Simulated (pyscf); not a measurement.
PySCF, gas phase, ωB97X-D3(BJ)/def2-SVP geometries.

`[F][GeH2][GeH3]` + `[H]` [doublet] → `[F][GeH2][GeH2]` [doublet] + `[H][H]`
Surface: doublet. Broken: Ge–H. Formed: H–H. Give ΔE‡ and ΔE from ωB97M-D3(BJ)/def2-TZVP, relative to the separated reactants.

ΔE‡ = 12.2 kJ/mol, ΔE = -91.6 kJ/mol. Zero-point energy shifts the barrier by -1.5 kJ/mol. It is a hydrogen abstraction, with an imaginary mode of 729i cm⁻¹. One saddle was located; it need not be the lowest between these sides. The angle at the transferred H is 178°. Elements up to Kr have no core potential and no relativistic terms here.
